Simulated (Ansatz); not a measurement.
**H3O+ with F2: superposition error and deformation**

How much of this pair's binding is borrowed basis, and how much do the fragments pay to take the shapes they have in the pair?

Computed with Ansatz 0.2.0, Gaussian basis. Level: PBE0-D4 structures, single points in def2-TZVPPD.

Levels: PBE-D4, revPBE-D4, BLYP-D4, r2SCAN-D4, B97M-V, PBE0-D4, B3LYP-D4, HSE06-D4, wB97X-V, wB97M-V, B2PLYP, Hartree-Fock, MP2, CCSD, CCSD(T).

Correlated methods freeze the cores. B3LYP uses VWN-RPA correlation. B2PLYP carries no dispersion term here.

129 further runs of the same task are left out: 129 set aside as unsound or not needed.

## 1. Starting geometry

The relaxed pair: 6 atoms, charge 1, spin multiplicity 1.

Atoms are counted from 1 here; the program's logs count them from 0.

Bond lengths: O1–H2 0.976 Å, O1–H3 1.000 Å, O1–H4 0.976 Å, F5–F6 1.379 Å. Angles: H2–O1–H3 113.7°, H2–O1–H4 112.5°, H3–O1–H4 113.7°.

As a file:

```
O     0.1354    0.1190   -0.9657
H     0.8112   -0.4490   -1.3808
H    -0.0487   -0.1085   -0.0095
H    -0.6695    0.2019   -1.5108
F     0.1030    0.6636    2.2953
F    -0.3313   -0.4273    1.5716
```

Atoms 1 to 4 are fragment A (H3O+), the rest fragment B (F2). From earlier runs, pair energy (eV) and counterpoise interaction (kcal/mol):

```csv
method,E(pair),interaction
PBE-D4,-7512.82348,-7.16
revPBE-D4,-7517.79002,-6.15
BLYP-D4,-7519.42841,-6.64
r2SCAN-D4,-7516.57710,-6.69
B97M-V,-7517.16329,-6.61
PBE0-D4,-7512.48063,-6.40
B3LYP-D4,-7519.94954,-6.36
HSE06-D4,-7512.17806,-6.40
wB97X-V,-7517.17518,-6.00
wB97M-V,-7517.66014,-6.10
B2PLYP,-7515.60455,-5.78
Hartree-Fock,-7486.29569,-3.34
MP2,-7507.48052,-5.20
CCSD(T),-7508.52453,-5.36
```

First each fragment is run alone in its own basis, frozen in the shape it has in the pair (a, b).

## 2. PBE-D4/def2-TZVPPD

File a/in.yaml:

```yaml
crystal:
  periodic: [false, false, false]
  atoms:
    - {symbol: O, position_ang: [0.135362, 0.119012, -0.965741]}
    - {symbol: H, position_ang: [0.811238, -0.448963, -1.380829]}
    - {symbol: H, position_ang: [-0.048720, -0.108457, -0.009515]}
    - {symbol: H, position_ang: [-0.669457, 0.201935, -1.510774]}
basis:
  gaussian: {orbitals: "def2-TZVPPD.json"}
total_charge: 1
hamiltonian: {xc: pbe, dispersion: d4}
```

File b/in.yaml:

```yaml
crystal:
  periodic: [false, false, false]
  atoms:
    - {symbol: F, position_ang: [0.102995, 0.663640, 2.295290]}
    - {symbol: F, position_ang: [-0.331318, -0.427267, 1.571569]}
basis:
  gaussian: {orbitals: "def2-TZVPPD.json"}
hamiltonian: {xc: pbe, dispersion: d4}
```

The basis file named in the input lies beside it (Basis Set Exchange, JSON).

Each run has its own folder and the same command.

The run is started by

```sh
$ ansatz run in.yaml --threads 2 --pin off --events-out ev --progress --plain --max-ram 5222MiB
```

a printed:

```text
Functional definition: PBE
  name "PBE"
  cite "Perdew, Burke & Ernzerhof, Phys. Rev. Lett. 77, 3865 (1996) doi:10.1103/PhysRevLett.77.3865"
  parent pbe
  parameter kappa = 0.804
  parameter beta = 0.06672455060314922
  exchange = pbe_x(kappa = kappa, mu = beta*pi^2/3)
  correlation = pbe_c(beta = beta)
361 factors; their error is unknown
mean field evaluation 1: about -2067.7357 eV, gradient 1.1e2 eV
mean field evaluation 2: about -2028.5548 eV, gradient 1.7e2 eV
mean field evaluation 4: about -2085.8997 eV, gradient 1.3e0 eV
mean field evaluation 8: about -2085.8963 eV, gradient 2.3e-2 eV
mean field -2085.89629292 eV, -76.6552748936 hartree, gradient 5.7e-5 eV, S^2 0.000000; 0 other end points of the search recorded, 0 dependent functions left out
reference -2085.89631890 eV, -76.6552758481 hartree; 5, 5 occupied and 86, 86 virtual orbitals, 361 factors
Total energy: -2085.90175502 eV, -76.6554756220 hartree
```

b printed (excerpt; [...] marks lines left out):

```text
[... 4 set-up lines as earlier in the session ...]
[...]
394 factors; their error is unknown
[...]
mean field -5426.60186337 eV, -199.4239401960 hartree, gradient 1.6e-6 eV, S^2 0.000000; 0 other end points of the search recorded, 0 dependent functions left out
reference -5426.60190789 eV, -199.4239418322 hartree; 9, 9 occupied and 71, 71 virtual orbitals, 394 factors
Total energy: -5426.60709363 eV, -199.4241324046 hartree
```

Wall times: 0.3 s (a), 0.3 s (b) on 2 threads of Arm Neoverse V1, shared host.

## 3. r2SCAN-D4/def2-TZVPPD

The same edit goes into each in.yaml of step 2 (a, b):

```diff
-hamiltonian: {xc: pbe, dispersion: d4}
+hamiltonian: {xc: r2scan, dispersion: d4}
```

The same command starts each run, in its folder.

The run is started by

```sh
$ ansatz run in.yaml --threads 2 --pin off --events-out ev --progress --plain --max-ram 5222MiB
```

a printed (excerpt; [...] marks lines left out):

```text
Functional definition: r2SCAN
  name "r2SCAN"
  cite "Furness, Kaplan, Ning, Perdew & Sun, J. Phys. Chem. Lett. 11, 8208 (2020) doi:10.1021/acs.jpclett.0c02405"
  cite "Furness, Kaplan, Ning, Perdew & Sun, J. Phys. Chem. Lett. 11, 9248 (2020) doi:10.1021/acs.jpclett.0c03077"
  parent r2scan
[...]
361 factors; their error is unknown
[...]
mean field -2087.11248990 eV, -76.6999693082 hartree, gradient 3.6e-5 eV, S^2 0.000000; 0 other end points of the search recorded, 0 dependent functions left out
reference -2087.11249832 eV, -76.6999696175 hartree; 5, 5 occupied and 86, 86 virtual orbitals, 361 factors
Total energy: -2087.11380235 eV, -76.7000175399 hartree
```

b printed (excerpt; [...] marks lines left out):

```text
[... 5 set-up lines as earlier in the session ...]
[...]
394 factors; their error is unknown
[...]
mean field -5429.16729495 eV, -199.5182180677 hartree, gradient 6.7e-6 eV, S^2 0.000000; 0 other end points of the search recorded, 0 dependent functions left out
reference -5429.16730870 eV, -199.5182185730 hartree; 9, 9 occupied and 71, 71 virtual orbitals, 394 factors
Total energy: -5429.16852794 eV, -199.5182633794 hartree
```

Wall times: 0.75 s (a), 0.7 s (b) on 2 threads of Arm Neoverse V1, shared host.

## 4. PBE0-D4/def2-TZVPPD

Each input of step 3 (a, b) changes in the same lines:

```diff
-hamiltonian: {xc: r2scan, dispersion: d4}
+hamiltonian: {xc: pbe0, dispersion: d4}
+output: {orbitals: {seedname: orbitals}}
```

The same command starts each run, in its folder.

The run is started by

```sh
$ ansatz run in.yaml --threads 2 --pin off --events-out ev --progress --plain --max-ram 5222MiB
```

Log of a (excerpt; [...] marks lines left out):

```text
Functional definition: PBE0
  name "PBE0"
  cite "Adamo & Barone, J. Chem. Phys. 110, 6158 (1999) doi:10.1063/1.478522"
[... 2 set-up lines as earlier in the session ...]
[...]
361 factors; their error is unknown
[...]
mean field -2085.97816007 eV, -76.6582834559 hartree, gradient 3.7e-5 eV, S^2 0.000000; 0 other end points of the search recorded, 0 dependent functions left out
reference -2085.97817821 eV, -76.6582841223 hartree; 5, 5 occupied and 86, 86 virtual orbitals, 361 factors
Total energy: -2085.98252941 eV, -76.6584440262 hartree
```

Log of b (excerpt; [...] marks lines left out):

```text
[... 5 set-up lines as earlier in the session ...]
[...]
394 factors; their error is unknown
[...]
mean field -5426.21222278 eV, -199.4096211685 hartree, gradient 3.5e-6 eV, S^2 0.000000; 0 other end points of the search recorded, 0 dependent functions left out
reference -5426.21225216 eV, -199.4096222482 hartree; 9, 9 occupied and 71, 71 virtual orbitals, 394 factors
Total energy: -5426.21641742 eV, -199.4097753188 hartree
```

They took 0.35 s (a), 0.35 s (b) on 2 threads of Arm Neoverse V1, shared host.

## 5. B3LYP-D4/def2-TZVPPD

The same edit goes into each in.yaml of step 4 (a, b):

```diff
-hamiltonian: {xc: pbe0, dispersion: d4}
-output: {orbitals: {seedname: orbitals}}
+hamiltonian: {xc: {name: B3LYP}, dispersion: d4}
```

The same command starts each run, in its folder.

The run is started by

```sh
$ ansatz run in.yaml --threads 2 --pin off --events-out ev --progress --plain --max-ram 5222MiB
```

Log of a (excerpt; [...] marks lines left out):

```text
Functional definition: B3LYP
  name "B3LYP"
  cite "Stephens, Devlin, Chabalowski & Frisch, J. Phys. Chem. 98, 11623 (1994) doi:10.1021/j100096a001"
  cite "Becke, Phys. Rev. A 38, 3098 (1988) doi:10.1103/PhysRevA.38.3098"
  cite "Lee, Yang & Parr, Phys. Rev. B 37, 785 (1988) doi:10.1103/PhysRevB.37.785"
  cite "Vosko, Wilk & Nusair, Can. J. Phys. 58, 1200 (1980) doi:10.1139/p80-159"
[...]
361 factors; their error is unknown
[...]
mean field -2088.24492133 eV, -76.7415853957 hartree, gradient 2.6e-5 eV, S^2 0.000000; 0 other end points of the search recorded, 0 dependent functions left out
reference -2088.24505915 eV, -76.7415904605 hartree; 5, 5 occupied and 86, 86 virtual orbitals, 361 factors
Total energy: -2088.25366817 eV, -76.7419068363 hartree
```

b printed (excerpt; [...] marks lines left out):

```text
[... 6 set-up lines as earlier in the session ...]
[...]
394 factors; their error is unknown
[...]
mean field -5431.40732364 eV, -199.6005376038 hartree, gradient 1.4e-5 eV, S^2 0.000000; 0 other end points of the search recorded, 0 dependent functions left out
reference -5431.40750620 eV, -199.6005443126 hartree; 9, 9 occupied and 71, 71 virtual orbitals, 394 factors
Total energy: -5431.41578575 eV, -199.6008485804 hartree
```

Wall times: 0.45 s (a), 0.4 s (b) on 2 threads of Arm Neoverse V1, shared host.

## 6. wB97X-V/def2-TZVPPD

Each input of step 5 (a, b) changes in the same lines:

```diff
-hamiltonian: {xc: {name: B3LYP}, dispersion: d4}
+hamiltonian: {xc: {name: wB97X-V}}
```

One command serves all of them, each in its own folder.

The run is started by

```sh
$ ansatz run in.yaml --threads 2 --pin off --events-out ev --progress --plain --max-ram 5222MiB
```

a printed (excerpt; [...] marks lines left out):

```text
Functional definition: wB97X-V
  name "wB97X-V"
  cite "Mardirossian & Head-Gordon, Phys. Chem. Chem. Phys. 16, 9904 (2014) doi:10.1039/C3CP54374A"
  cite "Becke, J. Chem. Phys. 107, 8554 (1997) doi:10.1063/1.475007"
  cite "Vydrov & Van Voorhis, J. Chem. Phys. 133, 244103 (2010) doi:10.1063/1.3521275"
[...]
      + integral(e_c_pw_opposite_spin*poly(b97_u_opposite, cos0, cos1)) + vv10(b, c)
361 factors; their error is unknown
130 factors; integrals over basis functions are off by at most 2.3e-5 eV
[...]
mean field -2087.41966315 eV, -76.7112577170 hartree, gradient 5.2e-5 eV, S^2 0.000000; 0 other end points of the search recorded, 0 dependent functions left out
reference -2087.41966195 eV, -76.7112576727 hartree; 5, 5 occupied and 86, 86 virtual orbitals, 361 factors
Total energy: -2087.41966195 eV, -76.7112576727 hartree
```

b printed (excerpt; [...] marks lines left out):

```text
[... 5 set-up lines as earlier in the session ...]
[...]
      + integral(e_c_pw_opposite_spin*poly(b97_u_opposite, cos0, cos1)) + vv10(b, c)
394 factors; their error is unknown
104 factors; integrals over basis functions are off by at most 4.2e-5 eV
[...]
mean field -5429.49176677 eV, -199.5301421871 hartree, gradient 1.2e-5 eV, S^2 0.000000; 0 other end points of the search recorded, 0 dependent functions left out
reference -5429.49176474 eV, -199.5301421126 hartree; 9, 9 occupied and 71, 71 virtual orbitals, 394 factors
Total energy: -5429.49176474 eV, -199.5301421126 hartree
```

They took 1.1 s (a), 0.95 s (b) on 2 threads of Arm Neoverse V1, shared host.

## 7. wB97M-V/def2-TZVPPD

The same edit goes into each in.yaml of step 6 (a, b):

```diff
-hamiltonian: {xc: {name: wB97X-V}}
+hamiltonian: {xc: {name: wB97M-V}}
```

The same command starts each run, in its folder.

The run is started by

```sh
$ ansatz run in.yaml --threads 2 --pin off --events-out ev --progress --plain --max-ram 5222MiB
```

Output in a (excerpt; [...] marks lines left out):

```text
Functional definition: wB97M-V
  name "wB97M-V"
  cite "Mardirossian & Head-Gordon, J. Chem. Phys. 144, 214110 (2016) doi:10.1063/1.4952647"
[... 2 set-up lines as earlier in the session ...]
  # Of w^i u^j: cxij and so on, Table III.
[...]
  gx(w, u) = 1 - cx + cx01*u + cx10*w
[...]
      + integral(e_c_pw_mod_opposite_spin*gos(b97_w_opposite, b97_u_opposite)) + vv10(b, c)
361 factors; their error is unknown
130 factors; integrals over basis functions are off by at most 2.3e-5 eV
[...]
mean field -2087.29468654 eV, -76.7066649111 hartree, gradient 6.2e-5 eV, S^2 0.000000; 0 other end points of the search recorded, 0 dependent functions left out
reference -2087.29471726 eV, -76.7066660403 hartree; 5, 5 occupied and 86, 86 virtual orbitals, 361 factors
Total energy: -2087.29471726 eV, -76.7066660403 hartree
```

Log of b (excerpt; [...] marks lines left out):

```text
[... 5 set-up lines as earlier in the session ...]
  # Of w^i u^j: cxij and so on, Table III.
[...]
  gx(w, u) = 1 - cx + cx01*u + cx10*w
[...]
      + integral(e_c_pw_mod_opposite_spin*gos(b97_w_opposite, b97_u_opposite)) + vv10(b, c)
394 factors; their error is unknown
104 factors; integrals over basis functions are off by at most 4.2e-5 eV
[...]
mean field -5430.09715347 eV, -199.5523897381 hartree, gradient 9.3e-6 eV, S^2 0.000000; 0 other end points of the search recorded, 0 dependent functions left out
reference -5430.09720571 eV, -199.5523916576 hartree; 9, 9 occupied and 71, 71 virtual orbitals, 394 factors
Total energy: -5430.09720571 eV, -199.5523916576 hartree
```

They took 1.1 s (a), 1 s (b) on 2 threads of Arm Neoverse V1, shared host.

## 8. B2PLYP/def2-TZVPPD

Each input of step 7 (a, b) changes in the same lines:

```diff
-hamiltonian: {xc: {name: wB97M-V}}
+hamiltonian: {xc: {name: B2PLYP}}
```

One command serves all of them, each in its own folder.

The run is started by

```sh
$ ansatz run in.yaml --threads 2 --pin off --events-out ev --progress --plain --max-ram 5222MiB
```

Log of a (excerpt; [...] marks lines left out):

```text
Functional definition: B2PLYP
  name "B2PLYP"
  cite "Grimme, J. Chem. Phys. 124, 034108 (2006) doi:10.1063/1.2148954"
[... 2 set-up lines as earlier in the session ...]
[...]
512 factors; integrals over basis functions are off by at most 1.1e-3 eV
[...]
mean field -2084.56960634 eV, -76.6065200609 hartree, gradient 2.3e-6 eV, S^2 0.000000; 0 other end points of the search recorded, 0 dependent functions left out
1 core orbitals not correlated: weight in the atoms' cores, before any rotation towards them, 1.000 or more for the frozen orbitals, at most 0.000 for the correlated occupied ones
reference -2084.56968884 eV, -76.6065230926 hartree; 4, 4 occupied and 86, 86 virtual orbitals, 512 factors
second order -8.20410569 eV of doubles, -0.00000000 eV of singles
Total energy: -2086.78479737 eV, -76.6879268298 hartree
```

Log of b (excerpt; [...] marks lines left out):

```text
[... 5 set-up lines as earlier in the session ...]
[...]
523 factors; integrals over basis functions are off by at most 5.9e-4 eV
[...]
mean field -5423.99693208 eV, -199.3282107369 hartree, gradient 1.9e-6 eV, S^2 0.000000; 0 other end points of the search recorded, 0 dependent functions left out
2 core orbitals not correlated: weight in the atoms' cores, before any rotation towards them, 1.000 or more for the frozen orbitals, at most 0.000 for the correlated occupied ones
reference -5423.99703246 eV, -199.3282144258 hartree; 7, 7 occupied and 71, 71 virtual orbitals, 523 factors
second order -16.88862015 eV of doubles, -0.00000000 eV of singles
Total energy: -5428.55695990 eV, -199.4957886684 hartree
```

Times: 0.65 s (a), 0.6 s (b) on 2 threads of Arm Neoverse V1, shared host.

## 9. BLYP-D4/def2-TZVPPD

The same edit goes into each in.yaml of step 8 (a, b):

```diff
-hamiltonian: {xc: {name: B2PLYP}}
+hamiltonian: {xc: {name: BLYP}, dispersion: d4}
```

Each run has its own folder and the same command.

The run is started by

```sh
$ ansatz run in.yaml --threads 2 --pin off --events-out ev --progress --plain --max-ram 5222MiB
```

Output in a (excerpt; [...] marks lines left out):

```text
Functional definition: BLYP
  name "BLYP"
[... 2 set-up lines as earlier in the session ...]
[...]
361 factors; their error is unknown
[...]
mean field -2087.70696004 eV, -76.7218156829 hartree, gradient 4.6e-5 eV, S^2 0.000000; 0 other end points of the search recorded, 0 dependent functions left out
reference -2087.70715245 eV, -76.7218227539 hartree; 5, 5 occupied and 86, 86 virtual orbitals, 361 factors
Total energy: -2087.72027969 eV, -76.7223051708 hartree
```

Output in b (excerpt; [...] marks lines left out):

```text
[... 4 set-up lines as earlier in the session ...]
[...]
394 factors; their error is unknown
[...]
mean field -5431.40320445 eV, -199.6003862264 hartree, gradient 6.1e-5 eV, S^2 0.000000; 0 other end points of the search recorded, 0 dependent functions left out
reference -5431.40346397 eV, -199.6003957634 hartree; 9, 9 occupied and 71, 71 virtual orbitals, 394 factors
Total energy: -5431.41594917 eV, -199.6008545859 hartree
```

Wall times: 0.45 s (a), 0.35 s (b) on 2 threads of Arm Neoverse V1, shared host.

[end of part 1 of 3]
